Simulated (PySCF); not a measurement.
## Chlorine: a sound run and one with changed settings

Sound run: Cl [Ne] 3s2 3p5, Cl⁺ [Ne] 3s2 3p4. All numbers are calculated (PySCF 2.14, the non-relativistic Hamiltonian (point nucleus), in 6-31G*). The sound run starts from symmetry-adapted Hartree-Fock orbitals and uses a fine grid where one is needed.

A second run was set up differently.

```
species  method  sound run (hartree)  changed run (hartree)  converged
     Cl     UHF           -459.44651             -459.44651        yes
     Cl    TPSS           -460.13551             -460.13624        yes
     Cl    BP86           -460.15587             -460.15585        yes
    Cl⁺     UHF           -459.01354             -459.01354        yes
    Cl⁺    TPSS           -459.66056             -459.65989        yes
    Cl⁺    BP86           -459.67533             -459.67502        yes
```

Ionisation energy of Cl:

```json
{"method": "UHF", "sound run (eV)": "11.782", "changed run (eV)": "11.782"}
{"method": "TPSS", "sound run (eV)": "12.924", "changed run (eV)": "12.962"}
{"method": "BP86", "sound run (eV)": "13.076", "changed run (eV)": "13.084"}
```

(1) What was changed?
A. a valence shell is frozen
B. all electrons correlated in a valence basis
C. minimal basis
D. angular grid far too coarse

Results:

(1) D. It used 14 angular points. A coarse angular grid integrates products of high-l functions wrongly, so density functionals can shift, and the SCF can exploit the error; Hartree-Fock and MP2 need no grid.
